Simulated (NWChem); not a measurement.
Species: water (H2O); SMILES O

```xyz
3

O      0.0000     0.0000     0.1432
H      0.7577     0.0000    -0.4699
H     -0.7577     0.0000    -0.4699
```
Atoms are numbered in this order, from 1.

Structure relaxed at the PBE-D3(BJ)/def2-SVP level.

Hartree-Fock couplings suffer from near triplet instabilities.

Task: Split the isotropic spin-spin couplings (Hz) from Hartree-Fock/pcJ-1 (NWChem) into Fermi-contact, spin-dipolar, paramagnetic and diamagnetic spin-orbit terms, for the pairs 1–3, 2–3.

Result: 
```json
[
 {"pair": "17O(1)–1H(3)", "FC": "-78.77", "SD": "0.73", "PSO": "-12.73", "DSO": "-0.03", "total": "-90.80"},
 {"pair": "1H(2)–1H(3)", "FC": "-28.48", "SD": "1.35", "PSO": "7.28", "DSO": "-6.38", "total": "-26.23"}
]
```
